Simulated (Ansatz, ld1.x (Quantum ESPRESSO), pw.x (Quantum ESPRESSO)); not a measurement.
## What a changed setting does to a pw.x run (diamond Li)

Potential: norm-conserving Troullier–Martins (Kleinman–Bylander form), ld1.x (Quantum ESPRESSO) 7.5, LDA (PW92); core [He], reference 2s0.5 2p0; waves: 2s (bound): rc 1.80 bohr; 2p (bound, empty): rc 4.20 bohr; local part: the p channel; core correction: a·sin(br)/r model core inside 1.72 bohr.

The reference run (k-mesh 8³, cutoffs 50/200 Ry, Fermi–Dirac 0.01 Ry, mixing_beta 0.4, conv_thr 1e-9, no spin) gives 0.04 GPa at 23.620 Å³/atom, where all-electron LAPW gives -0.01 GPa. This run, with its own iteration cap, changes mixing_ndim to 4.

```
&control
  calculation='scf', prefix='x', pseudo_dir='./', outdir='./tmp', tstress=.true., disk_io='none'
/
&system
  ibrav=0, nat=2, ntyp=1, ecutwfc=50, ecutrho=200, nbnd=8,
  occupations='smearing', smearing='fd', degauss=0.01
/
&electrons
  conv_thr=1e-09, mixing_beta=0.4, electron_maxstep=50, mixing_ndim=4
/
ATOMIC_SPECIES
Li 1.0 Li.UPF
CELL_PARAMETERS angstrom
  0.00000000 2.86919433 2.86919433
  2.86919433 0.00000000 2.86919433
  2.86919433 2.86919433 0.00000000
ATOMIC_POSITIONS crystal
Li 0.0000 0.0000 0.0000
Li 0.2500 0.2500 0.2500
K_POINTS automatic
8 8 8 0 0 0
```

```bash
pw.x < Li.scf.in > Li.scf.out
```

Q: How does the run end?

A: It converges in 5 iterations; the free energy moves by +0.0 meV/atom and the pressure by +0.00 GPa. The result is that of the reference run.

```
Message from routine setup:
     using ibrav=0 with symmetry is DISCOURAGED, use correct ibrav instead
     lattice parameter (alat)  =       7.6679  a.u.
     unit-cell volume          =     318.7913 (a.u.)^3
     number of electrons       =         2.00
     number of Kohn-Sham states=            8
     kinetic-energy cutoff     =      50.0000  Ry
     charge density cutoff     =     200.0000  Ry
     scf convergence threshold =      1.0E-09
     Exchange-correlation= PW
     number of k points=    29  Fermi-Dirac smearing, width (Ry)=  0.0100
     iteration #  1     ecut=    50.00 Ry     beta= 0.40
     total energy              =      -1.08611220 Ry
     estimated scf accuracy    <       0.00210227 Ry
     iteration #  2     ecut=    50.00 Ry     beta= 0.40
     total energy              =      -1.08595888 Ry
     estimated scf accuracy    <       0.00068826 Ry
     iteration #  3     ecut=    50.00 Ry     beta= 0.40
     total energy              =      -1.08597193 Ry
     estimated scf accuracy    <       0.00000055 Ry
     iteration #  4     ecut=    50.00 Ry     beta= 0.40
     total energy              =      -1.08597208 Ry
     estimated scf accuracy    <       0.00000003 Ry
     iteration #  5     ecut=    50.00 Ry     beta= 0.40
     the Fermi energy is     0.2163 ev
!    total energy              =      -1.08597208 Ry
     estimated scf accuracy    <          1.1E-10 Ry
     smearing contrib. (-TS)   =      -0.00337487 Ry
     The total energy is F=E-TS. E is the sum of the following terms:
     one-electron contribution =       0.73614488 Ry
     hartree contribution      =       0.00153613 Ry
     xc contribution           =      -0.82676909 Ry
     ewald contribution        =      -0.99350914 Ry
     convergence has been achieved in   5 iterations
          total   stress  (Ry/bohr**3)                   (kbar)     P=        0.44
     Message from routine punch:
     Nothing written, as per user request (disk_io='none')
```

The run took about 3 s on one core of a shared host (Neoverse-V2, 96 threads, 742 GiB, load 26).
